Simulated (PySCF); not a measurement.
C4H4F2.
SMILES with atom numbers: `[F:1][C@@H:2]1[CH:3]=[CH:4][C@H:5]1[F:6]` (hydrogens: H7 on C2; H8 on C3; H9 on C4; H10 on C5)

Geometry (PBE0-D3(BJ)/def2-SVP, Å), atoms numbered from 1 in this order:
```
atom  x, y, z in Å
F1    -0.3812   -1.6910    1.1635
C2    -0.1168   -0.9347    0.0586
C3     1.1293   -0.0934    0.0827
C4     0.4731    1.0419   -0.2028
C5    -0.8836    0.4069   -0.0673
F6    -1.7403    0.5285   -1.1232
H7    -0.2412   -1.5595   -0.8419
H8     2.1776   -0.3459    0.2557
H9     0.7820    2.0635   -0.4341
H10   -1.4240    0.6536    0.8621
```

The calculation used EOM-IP-CCSD/aug-cc-pVDZ in PySCF, restricted Hartree–Fock reference, 6 core orbitals frozen, non-relativistic, gas phase, PBE0-D3(BJ)/def2-SVP geometry.

Hartree–Fock orbital energies give these Koopmans values (eV): HOMO 10.88, HOMO-1 13.01, HOMO-2 13.42, HOMO-3 14.54, HOMO-4 16.99, HOMO-5 17.04, HOMO-6 18.15, HOMO-7 18.69.

Task: What vertical ionisation energies does EOM-IP-CCSD give?

Result: 
```csv
leading hole (HF orbital),Koopmans (eV),EOM-IP-CCSD (eV),change (eV),one-hole share
HOMO,10.88,10.90,+0.02,0.97
HOMO-1,13.01,11.59,-1.42,0.96
HOMO-2,13.42,11.97,-1.45,0.96
HOMO-3,14.54,12.88,-1.66,0.95
HOMO-4,16.99,14.66,-2.33,0.94
HOMO-5,17.04,15.28,-1.76,0.95
HOMO-6,18.15,15.59,-2.56,0.94
HOMO-7,18.69,16.41,-2.28,0.94
```

Task: Does the order of the lines follow the orbital energies?

Result: Yes, no two lines change places. The corrections run from -2.56 to +0.02 eV, with a mean of -1.68 eV over the 8 lines; EOM-IP-CCSD lies above the Koopmans value for HOMO.

Task: At what kinetic energies would He I light (21.22 eV) eject these electrons?

Result: 10.32 eV (HOMO), 9.63 eV (HOMO-1), 9.25 eV (HOMO-2), 8.34 eV (HOMO-3), 6.56 eV (HOMO-4), 5.94 eV (HOMO-5), 5.63 eV (HOMO-6), 4.81 eV (HOMO-7).

One root was sought for each valence orbital with −ε under 21 eV, eight at most, so deeper holes and satellites are missing; no vibrational structure.

The run took 11 min on an Arm Neoverse V2 with one thread, no GPU (shared host).
